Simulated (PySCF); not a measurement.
# Si: electron affinity

Si⁻ [Ne] 3s2 3p3 (4S) → Si [Ne] 3s2 3p2 (3P), as a difference of total energies. Calculation: PySCF 2.14, in dyall-av3z (19s12p3d2f, 84 functions); the non-relativistic Hamiltonian (point nucleus). Correlated levels: valence: [Ne] frozen; virtual orbitals above 40 to 60 times the deepest correlated orbital energy dropped. The calculations carry no spin-orbit coupling.

```json
{"method": "UHF", "electron affinity (eV)": "0.851", "plus first-order spin-orbit estimate": "0.835", "error of that sum (eV)": "-0.555"}
{"method": "LDA", "electron affinity (eV)": "1.597", "plus first-order spin-orbit estimate": "1.581", "error of that sum (eV)": "+0.191"}
{"method": "PBE", "electron affinity (eV)": "1.501", "plus first-order spin-orbit estimate": "1.485", "error of that sum (eV)": "+0.095"}
{"method": "PBE0", "electron affinity (eV)": "1.460", "plus first-order spin-orbit estimate": "1.445", "error of that sum (eV)": "+0.055"}
{"method": "r2SCAN", "electron affinity (eV)": "1.529", "plus first-order spin-orbit estimate": "1.513", "error of that sum (eV)": "+0.123"}
{"method": "M06", "electron affinity (eV)": "1.249", "plus first-order spin-orbit estimate": "1.233", "error of that sum (eV)": "-0.157"}
{"method": "PW91", "electron affinity (eV)": "1.526", "plus first-order spin-orbit estimate": "1.510", "error of that sum (eV)": "+0.120"}
{"method": "MN15", "electron affinity (eV)": "1.445", "plus first-order spin-orbit estimate": "1.429", "error of that sum (eV)": "+0.039"}
{"method": "M06-2X", "electron affinity (eV)": "1.281", "plus first-order spin-orbit estimate": "1.265", "error of that sum (eV)": "-0.125"}
{"method": "MP2 (valence)", "electron affinity (eV)": "1.387", "plus first-order spin-orbit estimate": "1.371", "error of that sum (eV)": "-0.019"}
{"method": "SCS-MP2 (valence)", "electron affinity (eV)": "1.206", "plus first-order spin-orbit estimate": "1.190", "error of that sum (eV)": "-0.200"}
```

Reference: 1.390 eV (measured; photodetachment measurements, as compiled on the Wikipedia data page of electron affinities).

A first-order spin-orbit estimate (lowest level to lowest level, LS coupling) adds -0.016 eV.

Errors of the correlated levels include the incompleteness of this basis and the frozen core.

In the anion the highest occupied orbital energy is positive at LDA, PBE, PBE0, r2SCAN, M06, PW91, a self-interaction effect; the basis confines that electron, and the energy difference can still be sensible.
